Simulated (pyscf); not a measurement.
Single points on ωB97X-D3(BJ)/def2-SVP structures (PySCF, gas phase). MP2 and CC: frozen core, UHF for open shells. ΔMP2 is the change of the MP2 total energy from the triple- to the quadruple-zeta basis.

SMILES: [NH2][GaH][NH2]
```xyz
8

N     -2.0964    -0.2909     0.3273
Ga    -0.6206     0.6590    -0.1363
N      0.5413    -0.1189    -1.2939
H     -2.8081     0.0521     0.9603
H     -2.3184    -1.2180    -0.0141
H     -0.3630     2.0835     0.4333
H      1.3990     0.3187    -1.6063
H      0.4322    -1.0454    -1.6877
```

**Question.** How much does it cost (ΔH, 298 K, CCSD(T)/def2-TZVPP + ΔMP2(QZVPP)) to split `[NH2][GaH][NH2]` at its Ga–N bond into NH₂• + [H₂N–GaH]•?

**Answer.** Ga–N to NH₂• + [H₂N–GaH]•: 4.08 eV. The radicals are drawn with the spin at the cut bond; how far it spreads was not checked. Other isomers of [H₂N–GaH]• were not searched in full and may lie lower. The CCSD(T) − MP2 part came from Ansatz, without density fitting, on the same reference. The frozen core leaves the outer d or s,p core shells of the metals and heavy elements correlated in the MP2 and CC values, and def2-TZVPP describes them poorly, which can shift differences by a few kcal/mol. Elements up to Kr have no core potential and no relativistic terms here.
